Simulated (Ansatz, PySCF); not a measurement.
Species: AlCl₃, charge 0, multiplicity 1. 
Coordinates optimised at B3LYP-D3(BJ)/def2-TZVP (Ansatz, a quantum-chemistry and plane-wave program):
```
Al
Cl 1 2.0764
Cl 1 2.0764 2 120.00
Cl 1 2.0764 2 120.00 3 -180.00
```
Charge 0, spin multiplicity 1.

Total electronic energies in hartree. Cores are frozen in the correlated levels unless marked. No spin-orbit coupling. No relativistic terms. Basis-set limits of correlation are two-point, X^-3; Hartree-Fock from the larger set.

```csv
level,program,energy (Eh)
HF/STO-3G,Ansatz,-1603.02611
HF/aug-cc-pV(T+d)Z,Ansatz,-1620.72516
HF/cc-pVTZ,Ansatz,-1620.71928
HF-D4/def2-TZVPD,PySCF + dftd4,-1620.70857
RI-HF/aug-cc-pV(Q+d)Z,Ansatz,-1620.73723
B3LYP-D3(BJ)/def2-TZVPD,Ansatz + dftd3,-1623.36893
PBE0/def2-TZVP,Ansatz,-1622.72790
HSE06-D3(BJ)/def2-TZVPD,Ansatz + dftd3,-1622.70432
CAM-B3LYP/def2-TZVPD,Ansatz,-1623.34452
B2GP-PLYP/def2-TZVPD,Ansatz,-1622.61674
PBE-QIDH/def2-TZVPD,Ansatz,-1622.39307
MP2/STO-3G,Ansatz,-1603.05939
MP2/cc-pV(D+d)Z,Ansatz,-1621.12644
MP2/aug-cc-pV(T+d)Z,Ansatz,-1621.36541
RI-MP2/aug-cc-pV(Q+d)Z,Ansatz,-1621.43487
RI-MP2/cc-pV(Q+d)Z,Ansatz,-1621.42790
SCS-MP2/6-31G,Ansatz,-1620.61003
CCSD/aug-cc-pV(T+d)Z,Ansatz,-1621.41239
CCSD(T)/STO-3G,Ansatz,-1603.06840
CCSD(T)/6-31G,Ansatz,-1620.63487
CCSD(T)/cc-pV(D+d)Z,Ansatz,-1621.17780
CCSD(T)/cc-pV(Q+d)Z,Ansatz,-1621.50738
"CCSD(T)/CBS(cc-pV(T+d)Z,cc-pV(Q+d)Z)",Ansatz,-1621.5561
```

Totals of different functionals don't rank their quality; only differences between species are comparable.
